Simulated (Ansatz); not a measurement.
**Ta2Re: from a trial structure to a relaxed crystal**

Method: DFT PBE, scalar-relativistic, plane waves, PAW in Ansatz 0.2.0. Cutoff 420 eV, Γ-centred k mesh, Gaussian smearing, no spin polarisation in the final step.

Ta2Re was placed on the sites of a reported Li2Pt cell (P6/mmm, No. 191), with Re in place of Pt, Ta in place of Li, at a guessed volume.

```
CELL_PARAMETERS angstrom
4.44179 0.00000 0.00000
-2.22090 3.84670 0.00000
0.00000 0.00000 2.82360
ATOMIC_POSITIONS crystal
Ta 0.33333 0.66667 0.50000
Ta 0.66667 0.33333 0.50000
Re 0.00000 0.00000 0.00000
```

Steps on the 6×6×6 mesh (3 atoms). 7 of 7 steps are shown, and the free energy counts from the last. Trial steps that were taken back and renewals of the plane-wave basis can be among the rows.

```
step  ΔF (meV/atom) V (Å³/atom) P (GPa)
   1          254.3        16.08    16.20
   2          124.8        17.65    -6.01
   3           13.5        17.59    -4.28
   4           23.2        17.25     2.45
   5            1.9        17.32    -0.29
   6            1.7        17.31    -0.05
   7            0.0        17.31     0.03
```

A final relaxation ran on a 12×12×18 mesh. The relaxed crystal, P6/mmm (No. 191):

```cif
data_structure
_symmetry_space_group_name_H-M 'P6/mmm'
_symmetry_Int_Tables_number 191
_cell_length_a 4.7673
_cell_length_b 4.7673
_cell_length_c 2.6285
_cell_angle_alpha 90.000
_cell_angle_beta 90.000
_cell_angle_gamma 120.000
_cell_volume 51.73
loop_
_atom_site_label
_atom_site_type_symbol
_atom_site_symmetry_multiplicity
_atom_site_Wyckoff_symbol
_atom_site_fract_x
_atom_site_fract_y
_atom_site_fract_z
_atom_site_occupancy
Ta1 Ta 2 d 0.33333 0.66667 0.50000 1
Re1 Re 1 a 0.00000 0.00000 0.00000 1
```

```yaml
Volume_per_atom: 17.24 Å³
Density: 17.59 g/cm³
Energy_over_the_elements: 0.30 eV/atom
Gap_on_the_12×12×18_mesh: 0 eV (a metal)
```

Energies over the elements count from the elements' standard structures at the same level, with no empirical corrections.

The final run used a 12×12×18 mesh on its 3-atom cell and 0.10 eV smearing. The k mesh leaves about 4 meV/atom of noise in metals. Spin–orbit coupling is left out.

A structure relaxed within its symmetry needn't be a true minimum.

Cost: 3 runs of about 1.4 core-minutes in all, on Arm Neoverse V1 (shared hosts).